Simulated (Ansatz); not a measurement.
CH5BS, SMILES BSC, a nudged elastic band for an internal rotation

Computed with Ansatz 0.2.0 through its Python package.

`ch5bs_neb.py`:
```python
"""Path and barrier for turning a threefold group of CH5BS."""

import ansatz as az
import numpy as np


def main() -> None:
    ch5bs = (
        az.Crystal.molecule()
        .atom("B", (-0.8531, 0.8206, -0.8732))
        .atom("S", (0.8501, 0.177, -0.9667))
        .atom("C", (0.7009, -0.6752, 0.6213))
        .atom("H", (-1.7263, 0.251, -1.3315))
        .atom("H", (-1.101, 1.9068, -0.3978))
        .atom("H", (0.5409, 0.0696, 1.4477))
        .atom("H", (1.7207, -1.1907, 0.8442))
        .atom("H", (-0.04, -1.4163, 0.6002))
    )

    model = (
        ch5bs.calculation()
        .basis(gaussian="def2-SVP")
        .functional("hf")
    )
    symbols = [site.symbol for site in ch5bs.cartesian_sites]
    start = np.array([site.position_ang for site in ch5bs.cartesian_sites], dtype=float)
    r = model.relax(force_tolerance=0.005, max_steps=100).run(threads=1, pin="off").report
    end = np.array(r["positions_ang"])

    # a third of a turn moves each of the three like atoms to the place of the next
    first, second, third = [5, 6, 7]
    turned = end.copy()
    turned[[first, second, third]] = end[[second, third, first]]
    listed = lambda xyz: [{"symbol": s, "position_ang": p.tolist()} for s, p in zip(symbols, xyz)]
    deck = model.input().to_dict()
    deck["crystal"]["atoms"] = listed(end)
    deck["neb"] = {"final_atoms": listed(turned), "images": 5, "initial_path": "idpp", "f_tol": 0.03, "max_iterations": 40}
    rounds = []
    band = az.Session.from_dict(deck).plan().execute(on_event=lambda e: rounds.append(e["data"]) if e["event"] == "neb_iteration" else None)
    for each in rounds:
        print(f"round {each['iteration']:2d}  largest band force {each['band_force_max_ev_ang']:.4f} eV/A")
    images = rounds[-1]["images"]
    for image in images:
        print(f"s = {image['path_coordinate_ang']:6.3f} A   {23.060548 * (image['lagrangian_ev'] - images[0]['lagrangian_ev']):8.3f} kcal/mol")


if __name__ == "__main__":
    main()
```

Output of `python ch5bs_neb.py`:
```text
round  1  largest band force 0.9860 eV/A
round  2  largest band force 0.2413 eV/A
round  3  largest band force 0.3328 eV/A
round  4  largest band force 0.0527 eV/A
round  5  largest band force 0.0311 eV/A
round  6  largest band force 0.0109 eV/A
s =  0.000 A      0.000 kcal/mol
s =  0.473 A      0.035 kcal/mol
s =  0.946 A      0.091 kcal/mol
s =  1.419 A      0.112 kcal/mol
s =  1.886 A      0.087 kcal/mol
s =  2.352 A      0.031 kcal/mol
s =  2.819 A      0.000 kcal/mol
```

Reading the output:
- These settings explore the input space; basis and method may be short of convergence.
- The energies are electronic: no zero-point or thermal terms, and the basis set is short of its limit.
- Timing: 2.7 min on 1 thread of Arm Neoverse N1, on a shared host, peak memory 0.21 GiB.
